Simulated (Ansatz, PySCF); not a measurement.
Reaction (SMILES): [PH2] (PH2) -> [PH2-] (an electron is taken up)
Each molecule is optimised on its own at B3LYP-D3(BJ)/def2-TZVP (Ansatz, a quantum-chemistry and plane-wave program).

Property: adiabatic electron affinity (0 K, with B3LYP-D3(BJ) harmonic zero-point energies from PySCF), positive where the reaction releases energy, in eV. Valence correlation only, unless marked. UHF or UKS for open shells. No spin-orbit coupling. Non-relativistic. Anions need diffuse functions: aug- sets have them; def2-D sets add few; the other sets have none. Basis-set limits of correlation are two-point, X^-3; Hartree-Fock from the larger set.

```csv
level,program,adiabatic electron affinity (eV)
HF/def2-QZVPP,Ansatz,-0.06
```

### Question
What does CCSD(T)/CBS(aug-cc-pV(T+d)Z,aug-cc-pV(Q+d)Z) (Ansatz) give?

### Answer
1.27 eV, so HF/def2-QZVPP differs from it by -1.33 eV.
